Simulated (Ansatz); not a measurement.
# LiHS (SMILES [Li][SH]): one structure at several levels

One table from this session's results is given with a row withheld; the runs are named, their logs left out.

Program: Ansatz 0.2.0, Gaussian basis. Level of theory: single points in def2-TZVPP. These are calculated values, not measurements.

Cores are frozen in the correlated methods. The outer core shell of Li, Na, Mg and K is correlated. B3LYP uses VWN-RPA correlation.

## The system as given

SMILES `[Li][SH]`, 3 atoms, charge 0, spin multiplicity 1.

Atoms are counted from 1 here; the program's logs count them from 0.

Bond lengths: Li1–S2 2.086 Å, S2–H3 1.268 Å. Angles: Li1–S2–H3 100.2°.

As a file:

```tsv
atom	x (Å)	y (Å)	z (Å)
Li1	1.0417	-1.0855	0.4640
S2	-0.5997	-0.0982	-0.3633
H3	-0.3234	1.0993	-0.0508
```

Set-up of the first run:

run/in.yaml

```yaml
crystal:
  periodic: [false, false, false]
  atoms:
    - {symbol: Li, position_ang: [1.041700, -1.085500, 0.464000]}
    - {symbol: S, position_ang: [-0.599700, -0.098200, -0.363300]}
    - {symbol: H, position_ang: [-0.323400, 1.099300, -0.050800]}
basis:
  gaussian: {orbitals: def2-TZVPP}
correlation: {method: ccsd_t}
output: {forces: true}
```

The command line of these runs was not kept.

Steps of the session up to this table: CCSD(T)/def2-TZVPP; PBE0-D4/def2-TZVPP; wB97M-V/def2-TZVPP; r2SCAN-D4/def2-TZVPP; PBE-D4/def2-TZVPP; B97M-V/def2-TZVPP; B3LYP-D4/def2-TZVPP.

One table of the session follows, with a row left open; its other results are not shown here.

```
   method  RMS force component (eV/Å)  angle to CCSD(T) forces (°)  dipole (D)
  CCSD(T)                       1.088                    reference        6.80
  PBE0-D4                       1.128                          3.5        6.65
  wB97M-V                       1.086                          1.7        6.66
r2SCAN-D4                       1.124                          1.2        6.70
   PBE-D4                       1.238                          3.4        6.42
   B97M-V                           ?                            ?           ?
 B3LYP-D4                       1.116                          2.7        6.55
```

**Question.** Estimate the row for B97M-V.

**Answer.** RMS force component (eV/Å): 1.068; angle to CCSD(T) forces (°): 2.0; dipole (D): 6.62. In the column «RMS force component (eV/Å)» it is the lowest.
